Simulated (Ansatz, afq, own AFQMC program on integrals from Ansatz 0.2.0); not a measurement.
Si, triplet: AFQMC among the cluster methods

A free Si atom.

Basis cc-pVTZ. Only valence electrons are correlated. AFQMC by an in-house program on the Cholesky factors that Ansatz 0.2.0 writes for its CCSD(T) run. The CISD trial takes its coefficients from CCSD amplitudes. Released means that phaseless walkers are propagated on without the constraint, phases kept. Error bars are statistical, one sigma.

Determinant: UHF, the one that the program's search chose, which needn't be the lowest solution.

Full CI on the same integrals is exact in this basis and with this determinant's frozen core.

Cautions: the released energies have errors that jump between times, so the bars are unsure, so no released level is given (meV from the phaseless value at times in 1/Eh: -207 ± 206 at 0.24, -3.2 ± 1.0 at 0.50, -4.7 ± 0.9 at 1.00, -5.6 ± 1.0 at 1.50).

The T1 diagnostic is 0.0118, the weight of the determinant in the CISD state is 0.933 and the ⟨S²⟩ of the determinant is 2.015. The size of the correlated space is 4 electrons in 29 orbitals.

| level | correlation energy (eV) |
| --- | --- |
| MP2 | -1.5259 |
| CCSD | -2.0204 |
| CCSD(T) | -2.0870 |

(1) Estimate where full CI lies against CCSD(T) on the same integrals.

(1) 0.51 kcal/mol below CCSD(T).

Reference: full CI, correlation energy -2.109 eV.

```
        level  E − E(reference) (kcal/mol)  share of correlation (%)
      CCSD(T)                         0.51                     98.94
        CCSDT                         0.05                     99.90
     CCSDT(Q)                         0.01                     99.98
  ph-AFQMC/HF                  2.34 ± 0.21                     95.20
ph-AFQMC/CISD                  0.23 ± 0.02                     99.53
```

CCSDT and higher add their correlation energy to the determinant of the CCSD(T) run, since their own runs factorise the integrals more tightly (a shift of under 2 meV). A walk keeps the symmetry of its determinant, which the program's search chose and which needn't be the lowest solution, so a lower state of the same spin and another symmetry isn't excluded.
